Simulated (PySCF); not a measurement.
A geometry optimisation, step by step.

Compound: C4H5NO.
Atom-mapped SMILES: `[O:1]=[CH:2][NH:3][C:4]1=[CH:5][CH2:6]1` (hydrogens: H7 on C2; H8 on N3; H9 on C5; H10, H11 on C6)

Method: PBE0-D3(BJ)/def2-SVP geometry optimisation, gas phase (PySCF 2.14.0); density fitting, grid level 1; the optimiser is geomeTRIC in internal coordinates, started from a GFN2-xTB structure. 6 of its 8 geometries are shown. The frame can shift and turn from step to step; on so coarse a grid that alone can change the energy by a few meV, and forces under 0.02 eV/Å are noise.

Step 0: E = -7749.6941 eV, largest atomic force 1.004 eV/Å
```
atom  x, y, z in Å  |  force x, y, z in eV/Å
O1      1.338   -0.060   -1.883   -0.095   0.026  -0.180
C2      1.785   -0.230   -0.783    0.246  -0.018  -0.240
N3      1.072   -0.211    0.382   -0.509   0.052   0.349
C4     -0.271    0.006    0.450   -0.453   0.092  -0.144
C5     -1.367    0.127    1.144    0.541  -0.020  -0.808
C6     -1.499    0.282   -0.352    0.514  -0.146   0.687
H7      2.856   -0.427   -0.584    0.317  -0.053   0.016
H8      1.555   -0.367    1.258    0.159  -0.029   0.018
H9     -1.882    0.128    2.070   -0.473   0.002   0.886
H10    -1.939   -0.513   -0.943   -0.205  -0.452  -0.336
H11    -1.642    1.267   -0.784   -0.041   0.547  -0.248
```

Step 1: E = -7749.7266 eV, largest atomic force 0.132 eV/Å
```
atom  x, y, z in Å  |  force x, y, z in eV/Å
O1      1.460   -0.038   -1.797    0.013  -0.004   0.015
C2      1.902   -0.201   -0.693   -0.065   0.006  -0.006
N3      1.170   -0.170    0.477    0.104  -0.008  -0.046
C4     -0.172    0.055    0.554    0.036  -0.010   0.050
C5     -1.255    0.179    1.266   -0.079   0.002   0.105
C6     -1.394    0.336   -0.229   -0.051   0.014  -0.098
H7      2.980   -0.400   -0.484   -0.011   0.002   0.006
H8      1.676   -0.328    1.342   -0.041   0.006   0.012
H9     -1.772    0.182    2.222    0.059   0.001  -0.083
H10    -1.845   -0.469   -0.835    0.022   0.034   0.026
H11    -1.535    1.337   -0.674    0.013  -0.043   0.019
```

Step 3: E = -7749.7268 eV, largest atomic force 0.081 eV/Å
```
atom  x, y, z in Å  |  force x, y, z in eV/Å
O1      1.442   -0.040   -1.792    0.039  -0.006  -0.050
C2      1.896   -0.203   -0.693   -0.062   0.012   0.003
N3      1.172   -0.171    0.480    0.007  -0.004   0.072
C4     -0.170    0.054    0.561   -0.006   0.001  -0.041
C5     -1.257    0.182    1.266    0.031   0.000  -0.075
C6     -1.388    0.336   -0.232    0.015  -0.003   0.040
H7      2.976   -0.402   -0.491   -0.001  -0.001  -0.004
H8      1.674   -0.328    1.347    0.016  -0.003   0.008
H9     -1.774    0.187    2.218   -0.027   0.003   0.059
H10    -1.835   -0.468   -0.837   -0.009  -0.023  -0.007
H11    -1.521    1.334   -0.678   -0.002   0.025  -0.004
```

Step 4: E = -7749.7270 eV, largest atomic force 0.058 eV/Å
```
atom  x, y, z in Å  |  force x, y, z in eV/Å
O1      1.446   -0.040   -1.794    0.018  -0.005  -0.019
C2      1.896   -0.203   -0.693   -0.030   0.007   0.000
N3      1.172   -0.171    0.480   -0.004   0.000   0.043
C4     -0.170    0.054    0.560   -0.005   0.000  -0.031
C5     -1.257    0.182    1.266    0.021   0.000  -0.054
C6     -1.389    0.336   -0.231    0.012  -0.002   0.027
H7      2.975   -0.402   -0.490    0.001  -0.002  -0.003
H8      1.674   -0.328    1.346    0.014  -0.003   0.002
H9     -1.774    0.186    2.219   -0.018   0.003   0.041
H10    -1.836   -0.468   -0.837   -0.007  -0.017  -0.005
H11    -1.523    1.334   -0.678   -0.002   0.018  -0.003
```

Step 6: E = -7749.7271 eV, largest atomic force 0.025 eV/Å
```
atom  x, y, z in Å  |  force x, y, z in eV/Å
O1      1.447   -0.042   -1.794    0.005  -0.002   0.003
C2      1.895   -0.203   -0.693    0.001  -0.005   0.004
N3      1.172   -0.171    0.482    0.003   0.005  -0.024
C4     -0.170    0.055    0.558   -0.001  -0.004   0.024
C5     -1.256    0.182    1.265   -0.014   0.001   0.019
C6     -1.389    0.337   -0.232   -0.004   0.001  -0.013
H7      2.975   -0.403   -0.489    0.000   0.001  -0.001
H8      1.676   -0.328    1.348   -0.006   0.002  -0.002
H9     -1.773    0.188    2.219    0.011   0.003  -0.015
H10    -1.838   -0.468   -0.837    0.003   0.006   0.002
H11    -1.524    1.336   -0.678    0.001  -0.007   0.002
```

Step 7: E = -7749.7272 eV, largest atomic force under 0.02 eV/Å
```
atom  x, y, z in Å  |  force x, y, z in eV/Å
O1      1.450   -0.044   -1.795    0.000  -0.001  -0.001
C2      1.896   -0.204   -0.693    0.000  -0.003   0.002
N3      1.172   -0.171    0.480    0.001   0.003  -0.003
C4     -0.170    0.055    0.558    0.001  -0.003   0.002
C5     -1.256    0.183    1.266   -0.003   0.000  -0.001
C6     -1.390    0.337   -0.232   -0.001   0.002  -0.001
H7      2.975   -0.404   -0.488    0.000  -0.001   0.000
H8      1.675   -0.328    1.347    0.000   0.000   0.001
H9     -1.772    0.189    2.220    0.002   0.003   0.001
H10    -1.839   -0.468   -0.836    0.001   0.000   0.001
H11    -1.524    1.336   -0.678    0.000   0.000   0.000
```

Q: Summarise the path.

A: The energy falls by 0.76 kcal/mol from step 0 to step 7; nine tenths of that is first reached at step 1. It falls at every step. The largest force goes from 1.004 to under 0.02 eV/Å. Among the bonds C5–H9 changes most, from 1.060 to 1.085 Å; the atoms move by 0.017 Å rms after alignment.

What follows is the cost of the whole optimisation. Hardware: Arm Neoverse V2, one thread, shared host with 96 logical CPUs at a one-minute load of 26. Cost: 19 s of wall time, 0.47 GiB resident at most.
